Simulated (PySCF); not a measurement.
# Orbital picture of NaC

r²SCAN at R = 2.262 Å; PySCF, no relativity, basis sets Na aug-pcseg-1, C aug-pcseg-1. State: ⁴Σ⁻ (quartet), unpaired electrons σ ↑, π ↑↑. Only the outer orbitals are listed, counted within each symmetry.

```
spin  orbital  occ.  ε (eV)  on Na (%)           main shells (%)
   α       3σ     1  -59.86        100                  100 Na s
   α       1π     1  -30.55        100                  100 Na p
   α       1π     1  -30.55        100                  100 Na p
   α       4σ     1  -30.49        100                  100 Na p
   α       5σ     1  -12.73         -1                   101 C s
   α       6σ     1   -4.09          5                    94 C p
   α       2π     1   -3.72          2                    97 C p
   α       2π     1   -3.72          2                    97 C p
   α       7σ     0   -1.74        102          84 Na s, 18 Na p
   β       3σ     1  -59.84        100                  100 Na s
   β       1π     1  -30.51        100                  100 Na p
   β       1π     1  -30.51        100                  100 Na p
   β       4σ     1  -30.43        100                  100 Na p
   β       5σ     1   -8.41         -3                   101 C s
   β       6σ     0   -1.27         86  64 Na s, 22 Na p, 12 C p
   β       7σ     0   -0.05         44  51 C p, 25 Na s, 20 Na p
   β       2π     0   -0.03         32           67 C p, 32 Na p
```

Q: Which are the highest filled and the lowest empty level, where do they sit, and how wide is the gap?

A: Highest filled α 2π at -3.72 eV (in %: 97 C p); lowest empty α 7σ at -1.74 eV (in %: 84 Na s, 18 Na p); the gap at r²SCAN is 1.98 eV.

```
bond order (Mayer)                              : 0.10
⟨S²⟩                                            : 3.754
charge on Na (Mulliken, basis-dependent)        : 0.94
charge on Na (Löwdin, basis-dependent)          : 0.71
dipole moment (positive dipole means Na(−)C(+)) : -7.82 D
```

Shares are Mulliken populations and can fall outside 0 to 100 %.

The state was picked by a PBE0 search and need not be the measured ground state.
